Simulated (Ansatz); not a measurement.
# Cohesive energy of some cubic solids

Method: BLYP in Ansatz (PAW). References are measured values corrected to a static lattice. The table is a random draw of 8 from 11 solids with such references.

Values in eV/atom.

```tsv
solid	reference	BLYP	error (eV/atom)
zinc-blende BP	5.14	4.70	-0.44
bcc K	0.94	0.54	-0.40
rock-salt CaO	5.53	5.22	-0.31
bcc Fe	4.32	4.01	-0.31
cubic BN	6.76	6.46	-0.30
fcc Cu	3.52	2.82	-0.70
bcc Cs	0.81	0.39	-0.42
fcc Ag	2.97	1.93	-1.04
```

Over these 8 solids the mean error is -0.49 eV/atom, the mean absolute error 0.49 eV/atom (median 0.41 eV/atom), and the worst case fcc Ag at -1.04 eV/atom; the value is below the reference in 8 of 8 cases. Over all 11, from unrounded values, the mean error is -0.60 eV/atom and the mean absolute error 0.60 eV/atom (median 0.44 eV/atom). Caveats on values not shown: the cell is over a tenth larger than the published one: the level's own overestimate first of all, though another phase or state, or a fault of the published cell, is possible (1).

All these references are brought to a static lattice.

Spin–orbit coupling is left out, also for the solids with elements from indium on (bcc Cs); its size isn't shown.

Differences are worked out from the printed values.

Free atoms are spin-polarised, in the lowest state found; at levels without +SOC their spin–orbit coupling is left out. Each level is taken at its own relaxed cell. Caveats: the cell is over a tenth larger than the published one: the level's own overestimate first of all, though another phase or state, or a fault of the published cell, is possible (fcc Ag). Ansatz's density-functional and Hartree–Fock values are scalar-relativistic unless marked +SOC, with PAW data made under PBE.

Ansatz's runs of these crystals have no spin polarisation, but for bcc Fe.

Density-functional runs with spin start from parallel moments for bcc Fe.

Not in this set, of the solids of all kinds but layered and molecular ones with a reference value in our tables and a result at some level: 98 for no value at BLYP (not run, a failed fit, an unstable or unbound cell, or a value held back for tests); 12 for a reference at room or unstated temperature; 6 for sources at odds; 3 for the spin–orbit terms of free Br, In, Sn, Te, I and atoms past barium, a cut that leaves lighter open-shell atoms' terms in the errors; 3 for a doubt noted on the run at BLYP; 1 for a high-temperature or high-pressure phase. These can be a level's best or worst cases. At least 15 more with a reference value are held back for tests. Solids without a released value at any level aren't counted. The metals Ce to Yb are counted apart.

References as tabulated in Mejia-Rodriguez and Trickey (2018), arXiv:1807.09216; Csonka et al. (2009), arXiv:0903.4037; Jana et al. (2018), arXiv:1807.00350; Harl et al. (2010), doi:10.1103/physrevb.81.115126. Worked out here from the CRC Handbook's enthalpies at 298 K, with a Debye model for the thermal and zero-point parts: CaO.

Ansatz is a first-principles code.
